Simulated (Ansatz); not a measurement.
**Worked example: correlation energy of CH₂, triplet**

Geometry: a PBE0/def2-TZVP stationary point for this spin, not checked as a minimum.

```xyz
3

C     0.0000   -0.0596    0.0000
H     0.0000    0.3549   -0.9962
H     0.0000    0.3549    0.9962
```

Basis cc-pVDZ; Ansatz 0.2.0. Correlated methods freeze the noble-gas cores, which leaves 6 electrons in 23 orbitals. R marks a restricted (for open shells ROHF) determinant, U an unrestricted one.

Full CI is exact within this basis and frozen core; it isn't the basis-set limit. The frozen core follows each run's orbitals, which can shift R against U totals by a few meV.

Runs differ by some tens of microhartree through their thresholds and, for an open shell, their frozen cores, so steps under 0.1 kcal/mol mean nothing.

| level | total energy (hartree) |
| --- | --- |
| UHF | -38.926671 |
| UMP2 | -39.019501 |
| UCCSD | -39.039661 |
| UCCSD(T) | -39.041386 |
| UCCSDT | -39.041760 |
| UCCSDT(Q) | -39.041832 |
| full CI | -39.041801 |

Problem. What is the correlation energy at full CI, and what share of it do UMP2 and UCCSD(T) recover?

Solution. E(corr) = -39.041801 − (-38.926671) = -0.115130 hartree = -3.133 eV. UMP2: -0.092830 / -0.115130 = 80.63 %. UCCSD(T): -0.114715 / -0.115130 = 99.64 %.

Problem. By how many kcal/mol does UCCSD(T) miss full CI (1 hartree = 627.509 kcal/mol), and which steps make up the rest?

Solution. -39.041386 − (-39.041801) = 0.000415 hartree = 0.26 kcal/mol. Steps: UCCSDT − UCCSD(T) = -0.23, UCCSDT(Q) − UCCSDT = -0.05, full CI − UCCSDT(Q) = 0.02 kcal/mol. That is within 1 kcal/mol of the reference in this basis, which itself misses far more of the correlation at the basis-set limit.
